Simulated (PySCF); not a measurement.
Compound: C5H12O.
SMILES with atom numbers: `[CH3:1][CH2:2][CH:3]([OH:4])[CH2:5][CH3:6]` (hydrogens: H7, H8, H9 on C1; H10, H11 on C2; H12 on C3; H13 on O4; H14, H15 on C5; H16, H17, H18 on C6)

Method: PBE0-D3(BJ)/def2-SVP geometry optimisation, gas phase in PySCF; density fitting, grid level 1; the optimiser is geomeTRIC in internal coordinates, started from an MMFF94s structure.

Step 0: E = -7414.3077 eV
```
atom  x, y, z in Å  |  force x, y, z in eV/Å
C1      2.4998    0.4716   -0.2032   -0.095  -0.243  -0.183
C2      1.2131   -0.2170   -0.6387    0.226   0.762   0.386
C3     -0.0006    0.2526    0.1712    0.134  -1.684   0.057
O4      0.1925   -0.0617    1.5485   -0.033   0.163  -0.154
C5     -1.2898   -0.4070   -0.3312   -0.237   0.728   0.443
C6     -2.5215    0.0905    0.4138    0.085  -0.230  -0.206
H7      3.3364    0.1332   -0.8227    0.220   0.002  -0.090
H8      2.7407    0.2441    0.8398   -0.046   0.027   0.190
H9      2.4172    1.5580   -0.3090    0.026   0.233   0.015
H10     1.0477   -0.0210   -1.7045   -0.137  -0.050  -0.226
H11     1.3464   -1.2990   -0.5183   -0.207  -0.309  -0.043
H12    -0.0928    1.3421    0.0941    0.002   0.230   0.155
H13     0.2752   -1.0276    1.6249   -0.053   0.449  -0.160
H14    -1.4170   -0.2081   -1.4016    0.084  -0.034  -0.253
H15    -1.2278   -1.4944   -0.2020    0.234  -0.275  -0.097
H16    -2.6293    1.1749    0.3111   -0.055   0.227   0.025
H17    -2.4676   -0.1513    1.4799    0.087   0.036   0.174
H18    -3.4227   -0.3799    0.0080   -0.233  -0.032  -0.034
```

Question: Estimate the geometry and energy of step 1. (The exact step hangs on the optimiser's Hessian estimate; all steps are aligned on step 0, rigid shifts and turns removed.)

Answer: E = -7414.3615 eV, largest force 0.489 eV/Å
```
atom  x, y, z in Å  |  force x, y, z in eV/Å
C1      2.5241    0.4409   -0.1967   -0.017   0.007   0.047
C2      1.2284   -0.2115   -0.6520    0.030  -0.158  -0.094
C3      0.0057    0.2351    0.1364   -0.085   0.457   0.151
O4      0.1854    0.0619    1.5266   -0.022  -0.103  -0.029
C5     -1.2979   -0.3906   -0.3467    0.045  -0.138  -0.073
C6     -2.5234    0.0472    0.4388    0.019   0.014   0.035
H7      3.3787    0.1149   -0.8100   -0.036  -0.008   0.025
H8      2.7364    0.1914    0.8541   -0.020   0.035  -0.029
H9      2.4615    1.5397   -0.2661    0.000  -0.031  -0.006
H10     1.0575   -0.0062   -1.7239   -0.039  -0.016   0.043
H11     1.3111   -1.3117   -0.5638    0.025  -0.010  -0.041
H12    -0.0859    1.3296    0.0255   -0.002   0.090  -0.072
H13     0.1581   -0.8846    1.7012    0.051  -0.109   0.050
H14    -1.4305   -0.1610   -1.4191    0.051  -0.014   0.046
H15    -1.1881   -1.4902   -0.2859   -0.043  -0.041  -0.038
H16    -2.6585    1.1404    0.3911    0.007  -0.028  -0.001
H17    -2.4217   -0.2233    1.5007   -0.010   0.046  -0.025
H18    -3.4409   -0.4220    0.0499    0.045   0.007   0.012
```

The energy changes by -0.0538 eV. The first-order estimate −F·Δx gives -0.1606 eV and the mean of the old and new forces, exact on a quadratic surface, -0.0559 eV. The step makes an angle of 78° with the force vector and moves no atom by more than 0.200 Å.

What follows is the cost of the whole optimisation. Cost: about 40 s of CPU time on one thread; the machine was shared, so the figure is rough.
